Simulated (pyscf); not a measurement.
Structures and frequencies: ωB97X-D3(BJ)/def2-SVP in PySCF.

SMILES: [CH2]([Ga]([OH])[OH])CC
```xyz
15

C      0.5272     0.7815    -1.7214
C      0.8509     0.3147    -0.3023
C      0.0842    -0.9564     0.0893
Ga    -1.8434    -0.7074    -0.1101
O     -3.0903    -1.9239    -0.5256
O     -2.5548     0.9156     0.1075
H      0.7278    -0.0140    -2.4592
H      1.1236     1.6619    -2.0079
H     -0.5361     1.0686    -1.8040
H      0.6068     1.1239     0.4062
H      1.9371     0.1376    -0.2086
H      0.4017    -1.8114    -0.5326
H      0.2928    -1.2410     1.1348
H     -2.7730    -2.8200    -0.6761
H     -3.5109     0.9367    -0.0114
```

Task: What is the homolytic dissociation enthalpy (298 K, ωB97M-D3(BJ)/def2-TZVP) of the C–C bond of `[CH3][CH2][CH2][Ga]([OH])[OH]`, to •H₂C–CH₃ + •H₂C–Ga(OH)–OH?

Result: C–C to •H₂C–CH₃ + •H₂C–Ga(OH)–OH: 3.67 eV. The 7 functionals that were run give +3.28 (r²SCAN) to +3.71 eV (ωB97X-D3(BJ)). The radicals are drawn with the spin at the cut bond; how far it spreads was not checked. Other isomers of •H₂C–CH₃, •H₂C–Ga(OH)–OH were not searched in full and may lie lower. Elements up to Kr have no core potential and no relativistic terms here.
